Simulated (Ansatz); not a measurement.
# Relaxing GaGe

All numbers below come from Ansatz 0.2.0, DFT PBE, scalar-relativistic, plane waves, PAW. Cutoff 420 eV, Γ-centred k mesh, Gaussian smearing, no spin polarisation in the final step.

A relaxed cell is given with its space group left out.

```xyz
2
Lattice="0.0000 2.8992 2.8992 2.8992 0.0000 2.8992 2.8992 2.8992 0.0000" Properties=species:S:1:pos:R:3 pbc="T T T"
Ga    1.4496    1.4496    1.4496
Ge    0.0000    0.0000    0.0000
```

Formation energies are uncorrected and refer to the elements' standard structures at the same level.

Q: What space group does it have?

A: F-43m (No. 216). Conventional cell: a = 5.798 Å. Around Ga lie 4 Ge at 2.51 Å; around Ge lie 4 Ga at 2.51 Å.

Q: How far does it lie from the elements in energy?

A: 0.17 eV/atom.

Q: Is it a metal?

A: Yes, bands cross the Fermi level on the 16×16×16 mesh.

The final run used a 16×16×16 mesh on its 2-atom cell and 0.10 eV smearing. For metals, differences of a few meV/atom aren't resolved.

Cost: 2 runs of about 0.6 core-minutes in all, on Arm Neoverse V2 (shared hosts).